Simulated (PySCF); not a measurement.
Molecule: `C(C[C@H](C)F)F`, C4H8F2.

Geometry (Å), atoms numbered from 1 in this order:
```xyz
14

C    -1.4602    0.1974   -0.8558
C    -0.7370   -0.0573    0.4439
F    -1.1833    0.8601    1.3848
C     0.7705    0.0680    0.3459
C     1.4633   -0.1975    1.6613
F     1.2252   -1.4915    2.0659
H    -2.5470    0.1230   -0.7075
H    -1.1639   -0.5377   -1.6183
H    -1.2312    1.2063   -1.2317
H    -0.9861   -1.0592    0.8349
H     1.0271    1.0855    0.0046
H     1.1440   -0.6366   -0.4149
H     1.0791    0.4849    2.4370
H     2.5531   -0.0547    1.5703
```

Geometry PBE0-D3(BJ)/def2-SVP throughout; GIAO in PySCF 2.14.0 with density-fitted response routines, gas phase, one conformer, non-relativistic; equivalent atoms averaged; functional PBE0.

For orientation, pcSseg-1 gives these absolute shieldings σ: C2 100.2, C5 105.1, C4 143.7, F3 387.1, H13 26.47, H10 26.50, H14 26.79, H12 29.64, H7/H8/H9 29.95 ppm.

A run gave: C2 113.2, C5 118.7, C4 155.5, F3 403.4, H13 26.81, H10 26.72, H14 27.17, H12 29.84, H7/H8/H9 30.21 ppm (absolute shieldings σ).

Question: Which basis set was used in that run?
A. def2-SVP
B. 6-31G
C. 6-311+G(2d,p)
D. def2-TZVP

Answer: A. C2 tells them apart best: def2-SVP gives 113.2, 6-31G gives 119.6, def2-TZVP gives 100.9, 6-311+G(2d,p) gives 102.8 ppm.
